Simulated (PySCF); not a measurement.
C₅H₁₀O.
SMILES: `C(C(C)(C)C)=O`

The calculation used B3LYP/def2-SVPD in PySCF (dipole) on a GFN2-xTB geometry, gas phase.

Take the most abundant isotopes and a rigid rotor. 

**Question.** Give the principal moments of inertia and the rotational constants in MHz.

**Answer.** Ia = 112.52, Ib = 181.22, Ic = 183.40 u·Å²; 505379 MHz·u·Å²/I gives A = 4491, B = 2789, C = 2756 MHz.

**Question.** Classify the top.

**Answer.** A near-prolate asymmetric top; Ray's κ = -0.962.

**Question.** Is it planar, by Δ = Ic − Ia − Ib?

**Answer.** Not planar: Δ = Ic − Ia − Ib = -110.33 u·Å². For a rigid frame Δ = −2 Σ m c², so Σ m c² = 55.17 u·Å² lies off the ab plane: 17.40 from hydrogen and 37.77 from heavier atoms. The atom farthest from that plane is 2.15 Å away.

**Question.** Give the coordinates in the principal-axis frame, origin at the centre of mass.

**Answer.** The sense of each axis is arbitrary; atoms in the order of the calculation.
```
atom  mass (u)   a (Å)   b (Å)   c (Å)
  C1    12.000   0.291   1.541  -0.001
  C2    12.000   0.409   0.019   0.000
  C3    12.000   1.147  -0.466   1.253
  C4    12.000   1.141  -0.468  -1.256
  C5    12.000  -0.964  -0.617   0.003
  O6    15.995  -2.012  -0.038   0.001
  H7     1.008  -0.253   1.877   0.879
  H8     1.008   1.277   1.999  -0.002
  H9     1.008  -0.253   1.874  -0.881
 H10     1.008   1.215  -1.552   1.267
 H11     1.008   0.630  -0.140   2.152
 H12     1.008   2.155  -0.058   1.268
 H13     1.008   0.618  -0.144  -2.153
 H14     1.008   2.149  -0.059  -1.278
 H15     1.008   1.210  -1.554  -1.267
 H16     1.008  -0.925  -1.727   0.005
```

**Question.** List the rotational levels J(Ka,Kc) to J = 4 (cm⁻¹).

**Answer.** Above 0(0,0):
J = 1: 1(0,1) 0.1849, 1(1,1) 0.2417, 1(1,0) 0.2428
J = 2: 2(0,2) 0.5548, 2(1,2) 0.6105, 2(1,1) 0.6138, 2(2,1) 0.7842, 2(2,0) 0.7842
J = 3: 3(0,3) 1.1096, 3(1,3) 1.1637, 3(1,2) 1.1703, 3(2,2) 1.3390, 3(2,1) 1.3391, 3(3,1) 1.6258, 3(3,0) 1.6258
J = 4: 4(0,4) 1.8492, 4(1,4) 1.9012, 4(1,3) 1.9123, 4(2,3) 2.0788, 4(2,2) 2.0790, 4(3,2) 2.3656, 4(3,1) 2.3656, 4(4,1) 2.7670, 4(4,0) 2.7670
Those of J = 1 are B + C, A + C and A + B.

**Question.** Which lines would a microwave search look for?

**Answer.** The dipole components are |μa| = 2.77 D, |μb| = 0.76 D, |μc| = 0.00 D; the mirror of this Cs structure is the ab plane, so μc vanishes by symmetry and there are no c-type lines. The squared components, which scale the intensities, stand as 1.00 : 0.08 (a : b). Some lines, for components of 0.1 D or more:

```csv
type,branch,"J(Ka,Kc)",MHz,lower level (cm⁻¹)
b,Q,"1(1,0) ← 1(0,1)",1736,0.185
b,Q,"3(1,2) ← 3(0,3)",1821,1.110
b,Q,"4(3,1) ← 4(2,2)",8591,2.079
b,Q,"3(3,0) ← 3(2,1)",8594,1.339
a,R,"2(1,1) ← 1(1,0)",11122,0.243
b,R,"3(1,2) ← 2(2,1)",11575,0.784
b,R,"2(1,2) ← 1(0,1)",12758,0.185
b,R,"4(2,2) ← 3(3,1)",13588,1.626
a,R,"3(1,3) ← 2(1,2)",16583,0.611
b,R,"4(1,3) ← 3(2,2)",17185,1.339
a,R,"4(0,4) ← 3(0,3)",22173,1.110
a,R,"4(3,2) ← 3(3,1)",22179,1.626
a,R,"4(1,3) ← 3(1,2)",22243,1.170
b,R,"3(3,0) ← 2(2,1)",25230,0.784
b,R,"4(3,1) ← 3(2,2)",30775,1.339
b,R,"4(4,0) ← 3(3,1)",34213,1.626
```

No frequency check. Constants of a rigid frame at the computed geometry: no zero-point averaging, no centrifugal distortion. A rigid rotor knows nothing of internal rotation, which can split or shift real lines.

The run took 27 s on one thread of an x86-64 server (shared host). This is the B3LYP/def2-SVPD job that gave the dipole, with the excitations it also computed.

Conformer computed: `[CH3:1][C:2]([CH3:3])([CH3:4])[CH:5]=[O:6]`: C1–C2–C5–O6 0°.
